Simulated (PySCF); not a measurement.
MF₂ across the third period

Level: B3LYP, basis family def2-TZVP, no relativity.

Each entry is the lowest minimum that a search over a few typed start shapes (and spin states, where more than one is plausible) found, or that minimum re-optimised at the stated level; isomers with ligand–ligand bonds, or fragments after loss of a ligand pair, can lie lower. Open shells are unrestricted; no spin–orbit coupling; PySCF with density fitting.

```
molecule  2S+1  point group  mean bond to the central atom (Å)  polar-tensor charge of the central atom  dipole (D)  gap (eV)  highest ω (cm⁻¹)
    MgF₂     1          D∞h                              1.751                                     1.45        0.00      7.83               875
    AlF₂     2          C2v                              1.653                                     1.08        1.89         –               889
    SiF₂     1          C2v                              1.609                                     1.10        1.21      5.78               853
     SF₂     ?            ?                                  ?                                        ?           ?         ?                 ?
```

Fill in the row of SF₂.

2S+1: 1; point group: C2v; mean bond to the central atom (Å): 1.605; polar-tensor charge of the central atom: 0.94; dipole (D): 1.20; gap (eV): 4.98; highest ω (cm⁻¹): 826.

The bond shortens at every step; the largest change, -0.098 Å, falls between MgF₂ and AlF₂ among the members listed.

The shape changes along the series: D∞h for MgF₂; C2v for AlF₂ and SiF₂ and SF₂.

Left out of the table are members whose search was unfinished or whose lowest solution was spin-contaminated, unstable, very soft or bonded differently.
